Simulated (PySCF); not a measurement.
## Core binding energy against partial charge

C4H3S2 (charge -1).
SMILES with atom numbers: `[S-:1][c:2]1[cH:3][cH:4][cH:5][s:6]1`

Binding energies: PySCF, delta-SCF UKS SCAN, pcX-2 on the ionised atom, pcseg-1 elsewhere, spin-free X2C. Charges: PBE0/pcSseg-1 ground-state density, for the ionised atom.

```json
{"atom": "C3", "environment": "aromatic CH carbon", "C 1s (eV)": "284.82", "Mulliken (e)": "-0.040", "IAO (e)": "-0.274", "Hirshfeld (e)": "-0.149", "ESP (e)": "-0.122"}
{"atom": "C5", "environment": "aromatic CH next to a ring sulfur", "C 1s (eV)": "285.44", "Mulliken (e)": "-0.334", "IAO (e)": "-0.396", "Hirshfeld (e)": "-0.159", "ESP (e)": "-0.325"}
{"atom": "C4", "environment": "aromatic CH carbon", "C 1s (eV)": "285.71", "Mulliken (e)": "-0.078", "IAO (e)": "-0.194", "Hirshfeld (e)": "-0.114", "ESP (e)": "-0.248"}
{"atom": "C2", "environment": "substituted aromatic carbon", "C 1s (eV)": "286.18", "Mulliken (e)": "-0.367", "IAO (e)": "-0.206", "Hirshfeld (e)": "-0.067", "ESP (e)": "+0.048"}
```

Give the correlation coefficient and slope of binding energy on charge for each scheme.

Hirshfeld: r = 0.84, slope 11.5 eV per e; IAO: r = 0.44, slope 2.7 eV per e; ESP: r = 0.39, slope 1.3 eV per e; Mulliken: r = -0.65, slope -2.2 eV per e. Hirshfeld charges have the highest r, on only 4 points.

The point-charge model writes a binding energy as kq + V + constant, with V the potential of the other atoms' charges at the site. What does it give with the ESP charges?

V = Σ 14.40 eV Å × q/r over all other atoms: -5.27 eV at C3, -2.59 eV at C5, -3.83 eV at C4, -9.13 eV at C2. Fitting binding energy − V to q gives k = 18.6 eV per e and leaves an rms residual of 0.81 eV, against 0.45 eV for the fit on q alone. The model has no term for differences in relaxation between sites.

Spin contamination (⟨S²⟩ against 0.75 for a pure doublet) is marked for C 1s of C2 (0.90), which makes this value less certain. The species carries charge -1, so core ionisation leaves a neutral species. The basis sets have no added diffuse functions. Isolated species at its GFN2-xTB geometry, gas phase.
